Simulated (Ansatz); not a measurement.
**HfO2 (P2₁/c, No. 14)**

Method: PBE (Ansatz, a first-principles code, plane waves, PAW).

Run with plane-wave cutoff 500 eV, 6×6×6 k mesh, gaussian smearing 0.02 eV, scalar-relativistic PAW data made under PBE.

Cell (relaxed at this level):

Space group P2₁/c (No. 14); a = 5.162 Å, b = 5.212 Å, c = 5.352 Å, α = γ = 90.00°, β = 99.66°

```csv
atom,site,symmetry,x,y,z
Hf,4e,1,0.2758,0.0429,0.2083
O,4e,1,0.0671,0.3286,0.3485
O,4e,1,0.5508,0.2572,0.0233
```

| Property | Result |
|---|---|
| band gap | 4.04 eV (on the SCF k mesh) |

Measured, for comparison: band gap 5.7 eV (temperature not stated, not corrected to a static lattice, our sources range from 5.70 to 5.84; as tabulated in Choudhary et al. (2018), arXiv:1804.01032).

Note: the relaxation could not lower the start's symmetry, so the cell can be a saddle point above a distorted one.

Spin–orbit coupling is not included.

Computed values are for the static lattice.
